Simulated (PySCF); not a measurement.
carbon monosulfide, CS, SMILES [C-]#[S+], point group C∞v.

Force field and properties: PBE0/pcSseg-2 (PySCF, grid level 2). Vibrational terms come from second-order perturbation theory with semi-diagonal cubic constants, by steps of ±0.6 along the normal coordinates of each isotopologue. The parent has the commonest isotopes.

Equilibrium geometry (Å):

```csv
atom,x,y,z
C1,0.7701,-0.0131,-0.0095
S2,-0.7590,0.0182,-0.0471
```

Species: ¹³C at 1. Output of the displacement run:

```
mode    cm-1    km/mol   phi_rrr   E(+)/cm-1  E(-)/cm-1
  1   1295.21    89.84    -372.5     220.20     247.01
```

For the shielding of C1 (σe = -287.03 ppm):

| mode | ω (cm⁻¹) | Σr φrrs (cm⁻¹) | ∂σ/∂q | ∂²σ/∂q² |
| --- | --- | --- | --- | --- |
| 1 | 1295 | -373 | -26.196 | -2.223 |

Q: Work out the zero-point average of this shielding.

A: With ⟨qs⟩ = −Σr φrrs/(4ωs) and ⟨qs²⟩ = 1/2: the mean displacements are 0.072. The anharmonic term Σ (∂σ/∂q)⟨q⟩ is -1.88 ppm, the harmonic term ¼ Σ ∂²σ/∂q² is -0.56 ppm, so ⟨σ⟩ = -289.47 ppm.
